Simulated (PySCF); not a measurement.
# The bond of MgAl+, level by level

An exercise on one series of results from a longer session: the logs are not shown, and one member is left open.

The runs use PySCF 2.14.0; Mg 3-21G, Al 3-21G, no relativity.

The first run:

Settings of the job:

```
atoms                         : Mg, Al
charge                        : 1
basis                         : Mg 3-21G, Al 3-21G
Hamiltonian                   : no relativity
basis functions               : 26
electrons treated             : 24
masses in u                   : 23.9850, 26.9815
levels                        : PBE0, PBE, r²SCAN, M06-2X, MN15, BP86, LC-ωPBE, HF, MP2, SCS-MP2, CCSD, CCSD(T)
grid                          : 80 radial by 434 angular points
occupations                   : held fixed by the projection of orbital angular momentum
dissociation limit            : Mg + Al+, each in its ground configuration
starting distance in angstrom : 2.650
values of 2S to try           : 0, 2
```

The run is started by

```
OMP_NUM_THREADS=1 python dia.py task.json out
```

Among the steps run: Set-up; First curve: PBE0; Other states along the same grid; PBE; r²SCAN; M06-2X (hybrid meta-GGA); MN15 (hybrid meta-GGA); BP86; LC-ωPBE; RHF (mean field); Adding correlation.

One of the session's tables, all rows but one given; the rest of the session is left out.

| level | Re (Å) | ωe (cm⁻¹) | De (eV) |
| --- | --- | --- | --- |
| RHF | 3.392 | 126.0 | 0.54 |
| RHF-MP2 | 3.339 | 131.2 | 0.56 |
| RHF-SCS-MP2 | 3.371 | 126.1 | 0.52 |
| RHF-CCSD | 3.382 | 117.8 | 0.428 |
| RHF-CCSD(T) | 3.369 | 119.8 | 0.442 |
| PBE | 3.133 | 176.6 | 1.11 |
| BP86 | 3.152 | 170.7 | 1.06 |
| r²SCAN | 3.134 | 178.6 | 1.10 |
| PBE0 | 3.133 | 178.1 | 1.02 |
| MN15 | ? | ? | ? |
| M06-2X | 3.149 | 167.0 | 0.86 |
| LC-ωPBE | 3.126 | 178.1 | 0.83 |

**Question.** Estimate the row for MN15.

The run gave: Re (Å): 3.245; ωe (cm⁻¹): 142.3; De (eV): 0.89. In the column «Re (Å)» it lies between BP86 (3.152) and RHF-MP2 (3.339).

De is counted to Mg + Al+ in their ground configurations.
